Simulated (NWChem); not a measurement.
System: Li anion

Input file for NWChem:

```
start job
memory heap 200 mb stack 900 mb global 1100 mb
charge -1
geometry units angstroms noautoz
  Li     0.000000     0.000000     0.000000
end
basis spherical
  * library 3-21g
end
dft
  xc xcamb88 1.00 lyp 0.81 vwn_5 0.19 hfexch 1.00
  cam 0.33 cam_alpha 0.19 cam_beta 0.46
  iterations 150
  mulliken
end
task dft gradient
```

Parts of the log:

```
             Northwest Computational Chemistry Package (NWChem) 7.3.0
             --------------------------------------------------------

                             Geometry "geometry" -> ""
                             -------------------------

 Output coordinates in angstroms (scale by  1.889725989 to convert to a.u.)

  No.       Tag          Charge          X              Y              Z
 ---- ---------------- ---------- -------------- -------------- --------------
    1 Li                   3.0000     0.00000000     0.00000000     0.00000000

 Effective nuclear repulsion energy (a.u.)       0.0000000000

                                 NWChem DFT Module
                                 -----------------

 Summary of "ao basis" -> "ao basis" (spherical)
 ------------------------------------------------------------------------------
       Tag                 Description            Shells   Functions and Types
 ---------------- ------------------------------  ------  ---------------------
 Li                          3-21g                   5        9   3s2p

            General Information
            -------------------
          SCF calculation type: DFT
          Wavefunction type:  closed shell.
          No. of atoms     :     1
          No. of electrons :     4
           Alpha electrons :     2
            Beta electrons :     2
          Charge           :    -1
          Spin multiplicity:     1
          Use of symmetry is: off; symmetry adaption is: off
          Maximum number of iterations: 150
          AO basis - number of functions:     9
                     number of shells:     5
          Convergence on energy requested:  1.00D-06
          Convergence on density requested:  1.00D-05
          Convergence on gradient requested:  5.00D-04

              XC Information
              --------------
                     Hartree-Fock (Exact) Exchange  1.000
                   CAM-Becke88 Exchange Functional  1.000
                      VWN V Correlation Functional  0.190 local
              Lee-Yang-Parr Correlation Functional  0.810

           Range-Separation Parameters
           ---------------------------
           Alpha           :  0.19
           Beta            :  0.46
           Gamma           :  0.33
           Short-Range HF  :     F

             Grid Information
             ----------------
          Grid used for XC integration:  medium
          Radial quadrature: Mura-Knowles
          Angular quadrature: Lebedev.
          Tag              B.-S. Rad. Rad. Pts. Rad. Cut. Ang. Pts.
          ---              ---------- --------- --------- ---------
          Li                  1.45       49          10.0       434
          Grid pruning is: on
          Number of quadrature shells:    49
          Spatial weights used:  Erf1

      Superposition of Atomic Density Guess
      -------------------------------------

 Sum of atomic energies:          -7.38151091

 Renormalizing density from       3.00 to      4

      Non-variational initial energy
      ------------------------------

 Total energy =      -8.724803
 1-e energy   =     -12.885623
 2-e energy   =       4.160819
 HOMO         =       0.125936
 LUMO         =       0.208828

     ---------------------------------------------
      Total Density - Mulliken Population Analysis
     ---------------------------------------------

    Atom       Charge   Shell Charges
 -----------   ------   -------------------------------------------------------
    1 Li   3     4.00   1.97 -0.25 -0.00  2.27  0.00

   convergence    iter        energy       DeltaE   RMS-Dens  Diis-err
 ---------------- ----- ----------------- --------- --------- ---------
 d= 0,ls=0.0,diis     1     -7.4110576663 -7.41D+00  1.34D-01  2.14D-02
 d= 0,ls=0.0,diis     2     -7.4290775674 -1.80D-02  2.01D-02  4.70D-04
 d= 0,ls=0.0,diis     3     -7.4295136701 -4.36D-04  8.92D-04  2.62D-06
 d= 0,ls=0.0,diis     4     -7.4295147899 -1.12D-06  4.34D-05  1.96D-09
  Singularity in Pulay matrix. Error and Fock matrices removed.
 d= 0,ls=0.0,diis     5     -7.4295147918 -1.90D-09  2.93D-07  8.89D-14

         Total DFT energy =       -7.429514791751
      One electron energy =      -10.291886271355
           Coulomb energy =        4.785626473230
    Exchange-Corr. energy =       -1.923254993626
 Nuclear repulsion energy =        0.000000000000

 Numeric. integr. density =        3.999999392482

                       DFT Final Molecular Orbital Analysis
                       ------------------------------------

 Vector    1  Occ=2.000000D+00  E=-1.851820D+00
              MO Center= -3.1D-17,  1.2D-17,  1.3D-17, r^2= 1.3D-01
   Bfn.  Coefficient  Atom+Function         Bfn.  Coefficient  Atom+Function
  ----- ------------  ---------------      ----- ------------  ---------------
     1      0.987636  1 Li s                  2      0.085083  1 Li s
     6     -0.032912  1 Li s

 Vector    2  Occ=2.000000D+00  E= 1.475979D-02
              MO Center= -1.9D-16, -8.6D-16, -1.3D-15, r^2= 7.0D+00
   Bfn.  Coefficient  Atom+Function         Bfn.  Coefficient  Atom+Function
  ----- ------------  ---------------      ----- ------------  ---------------
     6      0.940611  1 Li s                  1     -0.183133  1 Li s
     2      0.087089  1 Li s

 Vector    3  Occ=0.000000D+00  E= 1.462879D-01
              MO Center= -3.1D-16,  3.0D-16,  1.0D-15, r^2= 1.2D+01
   Bfn.  Coefficient  Atom+Function         Bfn.  Coefficient  Atom+Function
  ----- ------------  ---------------      ----- ------------  ---------------
     9      0.898604  1 Li pz                 7     -0.269321  1 Li px
     8      0.257367  1 Li py                 5      0.041708  1 Li pz

[...]

                         DFT ENERGY GRADIENTS

    atom               coordinates                        gradient
                 x          y          z           x          y          z
   1 Li      0.000000   0.000000   0.000000    0.000000  -0.000000   0.000000
```

Level: CAM-B3LYP/3-21G. Sets without diffuse functions describe the anion's extra electron poorly. The highest occupied level is positive, so the extra electron may be held by the finite basis.
